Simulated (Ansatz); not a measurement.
# CH3OSi: the cost of one run

Method: PBE0-D4/def2-SVP; program: Ansatz 0.2.0, Gaussian basis.

## 1. The system as given

SMILES `C[Si+]=O`, 6 atoms, charge 1, spin multiplicity 1.

Atoms are counted from 1 here; the program's logs count them from 0.

Bond lengths: C1–Si2 1.840 Å, C1–H4 1.101 Å, C1–H5 1.101 Å, C1–H6 1.101 Å, Si2–O3 1.484 Å. Angles: Si2–C1–H4 111.1°, Si2–C1–H5 111.2°, Si2–C1–H6 111.1°, H4–C1–H5 107.8°, H4–C1–H6 107.7°, H5–C1–H6 107.7°, C1–Si2–O3 179.9°.

Coordinates:

```xyz
6
charge 1, multiplicity 1
C    -0.3761    0.4657   -0.2824
Si    0.6684   -0.8294    0.5024
O     1.5126   -1.8719    1.1361
H     0.1459    1.4347   -0.3081
H    -1.3180    0.6059    0.2706
H    -0.6328    0.1951   -1.3186
```

## 2. The run

md/in.yaml

```yaml
crystal:
  periodic: [false, false, false]
  atoms:
    - {symbol: C, position_ang: [-0.376070, 0.465680, -0.282420]}
    - {symbol: Si, position_ang: [0.668360, -0.829430, 0.502400]}
    - {symbol: O, position_ang: [1.512560, -1.871890, 1.136130]}
    - {symbol: H, position_ang: [0.145950, 1.434680, -0.308130]}
    - {symbol: H, position_ang: [-1.317970, 0.605890, 0.270610]}
    - {symbol: H, position_ang: [-0.632830, 0.195070, -1.318600]}
basis:
  gaussian: {orbitals: def2-SVP}
total_charge: 1
hamiltonian: {xc: pbe0, dispersion: d4}
md: {n_steps: 80, timestep: 0.75, temperature: 300, ensemble: nve, seed: 171, initial_velocities: maxwell_boltzmann}
```

The run is started by

```bash
> ansatz run in.yaml --threads 2 --pin off --events-out ev --progress --plain --max-ram 3481MiB
```

Q: Estimate wall time and peak memory on 2 threads of Arm Neoverse V1, shared host.

About 59 s, with a peak of 0.1 GiB.
